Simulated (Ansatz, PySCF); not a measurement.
A calculation on rock-salt LiF returned lattice constant a 4.083 Å, bulk modulus 66.2 GPa, cohesive energy 4.29 eV/atom.

For reference: lattice constant a 3.972 Å (measured, static lattice: zero-point anharmonic expansion removed, our sources range from 3.964 to 3.974; as tabulated in Mejia-Rodriguez and Trickey (2018), arXiv:1807.09216); bulk modulus 76.3 GPa (measured, 0 K value with the zero-point phonon effect removed; as tabulated in Mejia-Rodriguez and Trickey (2018), arXiv:1807.09216); cohesive energy 4.46 eV/atom (measured, static lattice: zero-point vibration energy added; as tabulated in Mejia-Rodriguez and Trickey (2018), arXiv:1807.09216).

Problem. Which level of theory produced these numbers?
(A) HSE06 (Ansatz, a first-principles code)
(B) r²SCAN-D4 (Ansatz)
(C) BLYP (Ansatz)
(D) CCSD (PySCF)

Solution. C, BLYP (Ansatz)

The others give: HSE06 4.011 Å, 73.6 GPa, 4.23 eV/atom; CCSD 4.020 Å, 70.7 GPa, 4.36 eV/atom; r²SCAN-D4 3.981 Å, 78.6 GPa, 4.43 eV/atom.

Unless a cell is named, each level is at its own relaxed cell (BLYP 8.51, CCSD 8.12, HSE06 8.07, r²SCAN-D4 7.88 Å³/atom).

Ansatz's density-functional and Hartree–Fock values are scalar-relativistic unless marked +SOC, with PAW data made under PBE.
